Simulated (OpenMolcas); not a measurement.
# A workflow on SOF2 (thionyl fluoride)

Wanted: a single-point energy (HF/ANO-R0), then the energy (CASSCF(2,2)/ANO-R1), then an energy scan (CASPT2(2,2)/ANO-R1), then the energy along one coordinate (SC-NEVPT2(2,2)/ANO-R1), then the energy along one coordinate (MC-PDFT[tPBE](2,2)/ANO-R1) of SOF2 (thionyl fluoride). 

Program for the calculation: OpenMolcas 26.06.

### 1 The molecule

The species is SOF2 (4 atoms), meant as a singlet with charge 0. As SMILES, `O=S(F)F`. The shape is that of a PBE0-D4/def2-TZVP optimisation.

Bond lengths: O1–S2 1.419 Å, S2–F3 1.588 Å, S2–F4 1.588 Å. Angles: O1–S2–F3 106.5°, O1–S2–F4 106.4°, F3–S2–F4 93.0°.

### 2 The energy at HF/ANO-R0 (sfX2C) (run 1)

File struct.xyz:

```xyz
4

O      0.932400     0.066600    -1.017800
S     -0.151300    -0.426200    -0.245700
F     -1.124400     0.804200     0.000400
F      0.343300    -0.444600     1.263100
```

File step1.inp:

```
&GATEWAY
Coord
struct.xyz
Basis
ANO-R0
Group
NoSym
&SEWARD
&SCF
PrOrbitals
0
&LOCALISATION
Occupied
Freeze
Pipek-Mezey
&LOCALISATION
FileOrb
$Project.LocOrb
Virtual
Pipek-Mezey
```

On the command line:

```
$ export MOLCAS_MEM=1860
$ pymolcas step1.inp > step1.log
```

The log of the run:

```text
--- Start Module: gateway ---
[...]
--- Stop Module: gateway /rc=_RC_ALL_IS_WELL_ ---
[...]
      Basis functions           24
[...]
       Convergence after  12 Iterations
[...]
::    Total SCF energy                               -671.9071001515
[...]
      Total spin, S                                     0.0000000000
[...]
      Total electronic charge=   42.000000
      Total            charge=   -0.000000
[...]
      Dipole Moment (debye):
      Origin of the operator (angstrom)=   -0.0554   -0.0666   -0.0015
                   X= -1.3125E+00               Y= -1.2522E+00               Z=  2.8677E-01           Total=  1.8365E+00
      Quadrupole Moment (debye*angstrom):
[...]
--- Start Module: localisation ---
[...]
--- Stop Module: localisation /rc=_RC_ALL_IS_WELL_ ---
--- Start Module: localisation ---
[...]
--- Stop Module: localisation /rc=_RC_ALL_IS_WELL_ ---
[...]
```

It took 3.6 s on 1 thread of Intel Xeon Platinum 8259CL at 2.50GHz (Skylake/Cascade Lake), shared host; peak memory 0.41 GiB.

### 3 A single-point energy at CASSCF(2,2)/ANO-R1 (sfX2C) (run 2)

struct.xyz is that of step 2.

File step2.input:

```
>>> EXPORT MOLCAS_PRINT=2

&gateway
  coord = struct.xyz
  basis = ANO-R0
  group = NoSym

&seward

&rasscf
  fileorb = $CurrDir/step1.LocOrb
  alter = 2
  1 14 21
  1 22 23
  spin = 1
  nactel = 2 0 0
  inactive = 20
  ras2 = 2
  orblisting = Nothing
>>> COPY $Project.RunFile RUNFIL1
>>> COPY $Project.RasOrb INPORB

&gateway
  coord = struct.xyz
  basis = ANO-R1
  group = NoSym

&seward
>>> COPY $Project.RunFile RUNFIL2

&expbas

&rasscf
  fileorb = $Project.ExpOrb
  spin = 1
  nactel = 2 0 0
  inactive = 20
  ras2 = 2
  orblisting = Nothing
```

On the command line:

```
$ export MOLCAS_MEM=1860
$ pymolcas step2.input > step2.log
```

The log of the run:

```text
--- Start Module: gateway ---
[...]
--- Stop Module: gateway /rc=_RC_ALL_IS_WELL_ ---
[...]
      Basis functions           24
[...]
      Number of active orbitals                  2
[...]
      Spin quantum number                      0.0
[...]
      Active orbitals                            2
[...]
      Number of CSFs                             3
[...]
      Number of root(s) required                 1
[...]
      Convergence after 17 iterations
[...]
      printout of CI-coefficients larger than  0.05 for root  1
      energy=    -671.944747
      conf/sym  11     Coeff  Weight
             1  20   0.97829 0.95705
             3  02  -0.20723 0.04295
      Natural orbitals and occupation numbers for root  1
      sym 1:   1.914110   0.085890
      ************************************************************************************************************************
      *                                                    Final results                                                     *
[...]
::    RASSCF root number  1 Total energy:   -671.94474724
[...]
      Basis functions           60
[...]
--- Start Module: expbas ---
[...]
--- Stop Module: expbas /rc=_RC_ALL_IS_WELL_ ---
--- Start Module: rasscf ---
[...]
      Convergence after 19 iterations
[...]
      Natural orbitals and occupation numbers for root  1
      sym 1:   1.976480   0.023520
      ************************************************************************************************************************
      *                                                    Final results                                                     *
[...]
::    RASSCF root number  1 Total energy:   -672.64778001
[...]
      Total electronic charge=   42.000000
      Total            charge=   -0.000000
[...]
      Dipole Moment (debye):
      Origin of the operator (angstrom)=   -0.0554   -0.0666   -0.0015
                   X= -1.5655E+00               Y= -1.5289E+00               Z=  4.7252E-02           Total=  2.1887E+00
      Quadrupole Moment (debye*angstrom):
[...]
--- Stop Module: rasscf /rc=_RC_ALL_IS_WELL_ ---
[...]
```

Run time: 14 s. Hardware: 1 thread of Intel Xeon Platinum 8259CL at 2.50GHz (Skylake/Cascade Lake), shared host; peak memory 0.41 GiB.

### 4 An energy scan at CASPT2(2,2)/ANO-R1 (sfX2C, ipea shift 0.25 Eh, pt2 variant SS) (run 3)

File step3.input:

```
>>> EXPORT MOLCAS_PRINT=2
>>> COPY $CurrDir/step2.RasOrb $Project.RasOrb
>>> ForEach K in (1, 2, 3, 4, 5, 6, 7, 8, 9)

&gateway
 coord
 $CurrDir/point$K.xyz
 basis
 ANO-R1
 group
 NoSym

&seward

&rasscf
 fileorb
 $Project.RasOrb
 spin
 1
 nactel
 2 0 0
 inactive
 20
 ras2
 2
 orblisting
 Nothing

&caspt2
 imaginary
 0.2
 frozen
 8
>>> EndDo
```

On the command line:

```
$ export MOLCAS_MEM=1860
$ pymolcas step3.input > step3.log
```

The log of the run, shortened:

```text
[...]
      Basis functions           60
[...]
      Number of active orbitals                  2
[...]
      Spin quantum number                      0.0
[...]
      Active orbitals                            2
[...]
      Number of CSFs                             3
[...]
      Number of root(s) required                 1
[...]
      Convergence after 15 iterations
[...]
      Natural orbitals and occupation numbers for root  1
      sym 1:   1.987270   0.012730
      ************************************************************************************************************************
      *                                                    Final results                                                     *
[...]
::    RASSCF root number  1 Total energy:   -672.62558316
[...]
      E2 (Variational):          -0.6732867949
[...]
::    CASPT2 Root  1     Total energy:   -673.29886995
[...]
      Convergence after 14 iterations
[...]
      Natural orbitals and occupation numbers for root  1
      sym 1:   1.976469   0.023531
      ************************************************************************************************************************
      *                                                    Final results                                                     *
[...]
      Convergence after 23 iterations
[...]
      Natural orbitals and occupation numbers for root  1
      sym 1:   1.419611   0.580389
      ************************************************************************************************************************
      *                                                    Final results                                                     *
[...]
      Convergence after 23 iterations
[...]
      Natural orbitals and occupation numbers for root  1
      sym 1:   1.188936   0.811064
      ************************************************************************************************************************
      *                                                    Final results                                                     *
[...]
      Convergence after 34 iterations
[...]
::    RASSCF root number  1 Total energy:   -672.54770901
[...]
::    CASPT2 Root  1     Total energy:   -673.19065969
[...]
      Convergence after 23 iterations
[...]
::    RASSCF root number  1 Total energy:   -672.54763771
[...]
      E2 (Variational):          -0.6424358761
[...]
::    CASPT2 Root  1     Total energy:   -673.19007359
[...]
```

Wall time 87 s (1 thread of Intel Xeon Platinum 8259CL at 2.50GHz (Skylake/Cascade Lake), shared host); peak memory 0.41 GiB.

The scan, from its lowest point:

```
F3–S2 (Å)  energy (kJ/mol)
    1.429             60.0
    1.588              0.0
    1.747             24.6
    1.985            110.9
    2.302            223.6
    2.699            305.3
    3.176            335.9
    3.811            344.1
    4.764            345.6
```

### 5 An energy scan at SC-NEVPT2(2,2)/ANO-R1 (sfX2C, pt2 variant SC-NEVPT2) (run 4)

File step4.input:

```
* F2OS NEVPT2
>>> EXPORT MOLCAS_PRINT=2
>>> COPY $CurrDir/step2.RasOrb $Project.RasOrb
>>> ForEach K in (1, 2, 3, 4, 5, 6, 7, 8, 9)
&GATEWAY
Coord=$CurrDir/point$K.xyz
Basis=ANO-R1
Group=NoSym
&SEWARD
&RASSCF
FileOrb=$Project.RasOrb
Spin=1
Nactel=2 0 0
Inactive=20
Ras2=2
OrbListing=Nothing
&CASPT2
SC-NEVPT2
Frozen=8
>>> EndDo
```

On the command line:

```
$ export MOLCAS_MEM=1860
$ pymolcas step4.input > step4.log
```

The log of the run, shortened:

```text
[...]
      Basis functions           60
[...]
      Number of active orbitals                  2
[...]
      Spin quantum number                      0.0
[...]
      Active orbitals                            2
[...]
      Number of CSFs                             3
[...]
      Number of root(s) required                 1
[...]
      Convergence after 15 iterations
[...]
      Natural orbitals and occupation numbers for root  1
      sym 1:   1.987270   0.012730
      ************************************************************************************************************************
      *                                                    Final results                                                     *
[...]
::    RASSCF root number  1 Total energy:   -672.62558316
[...]
      E2 (Variational):          -0.6647509597
[...]
::    SC-NEVPT2 Root  1     Total energy:   -673.29022121
[...]
      Convergence after 14 iterations
[...]
      Natural orbitals and occupation numbers for root  1
      sym 1:   1.976469   0.023531
      ************************************************************************************************************************
      *                                                    Final results                                                     *
[...]
      Convergence after 23 iterations
[...]
      Natural orbitals and occupation numbers for root  1
      sym 1:   1.419611   0.580389
      ************************************************************************************************************************
      *                                                    Final results                                                     *
[...]
      Convergence after 23 iterations
[...]
      Natural orbitals and occupation numbers for root  1
      sym 1:   1.188936   0.811064
      ************************************************************************************************************************
      *                                                    Final results                                                     *
[...]
      Convergence after 34 iterations
[...]
::    RASSCF root number  1 Total energy:   -672.54770901
[...]
::    SC-NEVPT2 Root  1     Total energy:   -673.18642429
[...]
      Convergence after 23 iterations
[...]
::    RASSCF root number  1 Total energy:   -672.54763771
[...]
      E2 (Variational):          -0.6382234768
[...]
::    SC-NEVPT2 Root  1     Total energy:   -673.18586119
[...]
```

Wall time 86 s (1 thread of Intel Xeon Platinum 8259CL at 2.50GHz (Skylake/Cascade Lake), shared host); peak memory 0.41 GiB.

The scan, from its lowest point:

```
F3–S2 (Å)  energy (kJ/mol)
    1.429             66.1
    1.588              0.0
    1.747             21.0
    1.985            106.1
    2.302            221.8
    2.699            303.8
    3.176            331.9
    3.811            338.7
    4.764            340.1
```

### 6 An energy scan at MC-PDFT[tPBE](2,2)/ANO-R1 (sfX2C) (run 5)

File step5.inp:

```
>>> EXPORT MOLCAS_PRINT=2
>>> COPY $CurrDir/step2.RasOrb $Project.RasOrb
>>> ForEach K in (1, 2, 3, 4, 5, 6, 7, 8, 9)
&GATEWAY
COORD=$CurrDir/point$K.xyz
BASIS=ANO-R1
GROUP=NoSym
&SEWARD
&RASSCF
FILEORB=$Project.RasOrb
SPIN=1
NACTEL=2 0 0
INACTIVE=20
RAS2=2
ORBLISTING=Nothing
&MCPDFT
KSDFT=T:PBE
>>> EndDo
```

On the command line:

```
$ export MOLCAS_MEM=1860
$ pymolcas step5.inp > step5.log
```

The log of the run, shortened:

```text
--- Start Module: gateway ---
[...]
      Basis functions           60
[...]
      Number of active orbitals                  2
[...]
      Spin quantum number                      0.0
[...]
      Active orbitals                            2
[...]
      Number of CSFs                             3
[...]
      Number of root(s) required                 1
[...]
      Convergence after 15 iterations
[...]
      Natural orbitals and occupation numbers for root  1
      sym 1:   1.987270   0.012730
      ************************************************************************************************************************
      *                                                    Final results                                                     *
[...]
::    RASSCF root number  1 Total energy:   -672.62558316
[...]
::    MCPDFT root number  1 Total energy:   -673.99931897
[...]
      Convergence after 14 iterations
[...]
      Natural orbitals and occupation numbers for root  1
      sym 1:   1.976469   0.023531
      ************************************************************************************************************************
      *                                                    Final results                                                     *
[...]
      Convergence after 23 iterations
[...]
      Natural orbitals and occupation numbers for root  1
      sym 1:   1.419611   0.580389
      ************************************************************************************************************************
      *                                                    Final results                                                     *
[...]
      Convergence after 23 iterations
[...]
      Natural orbitals and occupation numbers for root  1
      sym 1:   1.188936   0.811064
      ************************************************************************************************************************
      *                                                    Final results                                                     *
[...]
      Convergence after 34 iterations
[...]
::    RASSCF root number  1 Total energy:   -672.54770901
[...]
::    MCPDFT root number  1 Total energy:   -673.87907690
[...]
      Convergence after 23 iterations
[...]
::    RASSCF root number  1 Total energy:   -672.54763771
[...]
      Total electronic charge=   42.000000
      Total            charge=   -0.000000
[...]
::    MCPDFT root number  1 Total energy:   -673.87852562
[...]
```

Run time: 88 s. Hardware: 1 thread of Intel Xeon Platinum 8259CL at 2.50GHz (Skylake/Cascade Lake), shared host; peak memory 0.41 GiB.

The scan, from its lowest point:

```
F3–S2 (Å)  energy (kJ/mol)
    1.429             69.6
    1.588              0.0
    1.747             15.2
    1.985             92.4
    2.302            216.0
    2.699            328.9
    3.176            374.2
    3.811            385.3
    4.764            386.8
```

### 7 Results

```
                                                   quantity          value
                             run 1, HF/ANO-R0: total energy  -671.90710 Eh
                            run 1, HF/ANO-R0: dipole moment         1.84 D
                              run 1, HF/ANO-R0: HOMO energy       -9.52 eV
                              run 1, HF/ANO-R0: LUMO energy        6.75 eV
                            run 1, HF/ANO-R0: HOMO–LUMO gap       16.27 eV
                    run 2, CASSCF(2,2)/ANO-R1: total energy  -672.64778 Eh
  run 2, CASSCF(2,2)/ANO-R1: dipole moment (CASSCF density)         2.19 D
       run 3, CASPT2(2,2)/ANO-R1: lowest energy of the scan  -673.32172 Eh
    run 4, SC-NEVPT2(2,2)/ANO-R1: lowest energy of the scan  -673.31541 Eh
run 5, MC-PDFT[tPBE](2,2)/ANO-R1: lowest energy of the scan  -674.02584 Eh
```
